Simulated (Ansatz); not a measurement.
```yaml
crystal:
  periodic: [false, false, false]
  atoms:
    - {symbol: C, position_ang: [-0.563616, 0.331581, -0.177025]}
    - {symbol: B, position_ang: [0.730182, -0.433208, 0.213996]}
    - {symbol: F, position_ang: [1.017763, -1.601568, -0.344417]}
    - {symbol: H, position_ang: [-1.175269, -0.181815, -0.920384]}
    - {symbol: H, position_ang: [-0.302579, 1.326637, -0.555530]}
    - {symbol: H, position_ang: [-1.168630, 0.516023, 0.718077]}
    - {symbol: H, position_ang: [1.523348, -0.025551, 1.019581]}
basis:
  gaussian: {orbitals: aug-cc-pVTZ}
magnetization: {spin_polarized: true, initial_magnetization: 4}
hamiltonian: {xc: {name: HSE06}, dispersion: d3bjatm}
accuracy: high
output: {forces: true}
```

```sh
$ ansatz run in.yaml --threads 2 --pin off --events-out ev --progress --plain --max-ram 32768MiB --backend cpu
```

It prints (some lines left out):

```
Functional definition: HSE06
3484 factors; integrals over basis functions are off by at most 3.6e-9 eV
133 factors; integrals over basis functions are off by at most 1.4e-9 eV
mean field evaluation 1: about -4459.0204 eV, gradient 5.6e1 eV
mean field evaluation 2: about -4412.9596 eV, gradient 1.1e2 eV
mean field evaluation 4: about -4476.5862 eV, gradient 1.2e1 eV
mean field evaluation 8: about -4477.4667 eV, gradient 3.2e-1 eV
mean field evaluation 16: about -4477.4871 eV, gradient 1.0e-1 eV
mean field evaluation 32: about -4477.8826 eV, gradient 2.2e-7 eV
mean field -4477.88262540 eV, -164.5591512657 hartree, gradient 2.4e-8 eV, S^2 6.007466; 9 other end points of the search recorded, 0 dependent functions left out
reference -4477.88262907 eV, -164.5591514004 hartree; 14, 10 occupied and 216, 220 virtual orbitals, 3484 factors
Total energy: -4477.92715761 eV, -164.5607877942 hartree
Atom 0 at    -0.563616     0.331581    -0.177025 Å, force    -1.398294     0.857404    -0.382258 eV/Å
Atom 1 at     0.730182    -0.433208     0.213996 Å, force    -0.336484    -0.877041    -0.801181 eV/Å
Atom 2 at     1.017763    -1.601568    -0.344417 Å, force     0.353434    -0.513505    -0.089330 eV/Å
Atom 3 at    -1.175269    -0.181815    -0.920384 Å, force    -1.067533     0.316984    -0.525152 eV/Å
Atom 4 at    -0.302579     1.326637    -0.555530 Å, force     1.759144     0.956215    -2.046299 eV/Å
Atom 5 at    -1.168630     0.516023     0.718077 Å, force    -1.035866    -1.671930     2.064405 eV/Å
Atom 6 at     1.523348    -0.025551     1.019581 Å, force     1.725598     0.931873     1.779815 eV/Å
Dipole moment:     0.457265    -0.407242     0.053844 e Å
```

Something in this input is off. What?

The spin is set far too high for this molecule. Self-consistency was reached. The result belongs to that input, not to the molecule as meant.

HSE06 is defined as in plane-wave codes.
